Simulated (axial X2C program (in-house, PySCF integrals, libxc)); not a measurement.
**AlCO: bond lengths and stretches, held linear**

One table from this session's results is given with a row withheld; the runs are named, their logs left out.

The runs use an in-house X2C program for linear molecules on PySCF integrals; all-electron X2C, two-component (2c) or spin-free, Al dyall-v3z, C dyall-v3z, O dyall-av3z.

All values are calculated.

2 further runs of the same task are left out: 2 set aside as unsound or not needed.

Set-up of the first run:

task.json reads:

```json
{"zs": [13, 6, 8], "q": 0, "bas": ["dyall-v3z", "dyall-v3z", "dyall-av3z"], "r0": [1.96, 1.15], "symm": 0, "scan": ["PBE0", "HF", "B3LYP"], "levels": ["PBE0", "HF", "BHandHLYP"], "nst": 2}
```

Keys: zs atomic numbers; q charge; bas basis sets; r0 starting distance in Å; symm equal bonds; scan levels of the two-bond scan (MP2 follows by itself at each HF point); levels methods; nst determinants followed.

Launch:

```sh
> python solin.py task.json out
```

Masses Al 26.982, C 12.000, O 15.995 u.

Steps of the session up to this table: Scan at PBE0, 2c; Scan at HF, 2c; Scan at B3LYP, 2c.

One table of the session follows, with a row left open; its other results are not shown here.

```
           level  r(Al–C) (Å)  r(C–O) (Å)  lower stretch (cm⁻¹)  upper stretch (cm⁻¹)
        PBE0, 2c            ?           ?                     ?                     ?
          HF, 2c        2.156       1.116                 193.2                2069.2
       B3LYP, 2c        2.111       1.152                 338.8                1971.0
         MP2, 2c        2.095       1.161                 358.9                1967.3
 PBE0, spin-free        2.094       1.149                 356.2                2004.2
   HF, spin-free        2.155       1.116                 193.9                2069.1
B3LYP, spin-free        2.111       1.152                 338.8                1971.1
  MP2, spin-free        2.095       1.161                 358.9                1967.0
```

Q: Estimate the row for PBE0, 2c from the others.

The run gave: r(Al–C) (Å): 2.094; r(C–O) (Å): 1.149; lower stretch (cm⁻¹): 356.2; upper stretch (cm⁻¹): 2004.0.

Scans not shown above were run alike.

The lower stretch spreads by more than a fifth over the levels, so it depends strongly on the method. MP2 freezes inner shells (threshold -2 hartree). The molecule was held linear; bending was not examined, so a bent shape may lie lower. Note: functional without a current term on a determinant with orbital currents, of the molecule or an atom.
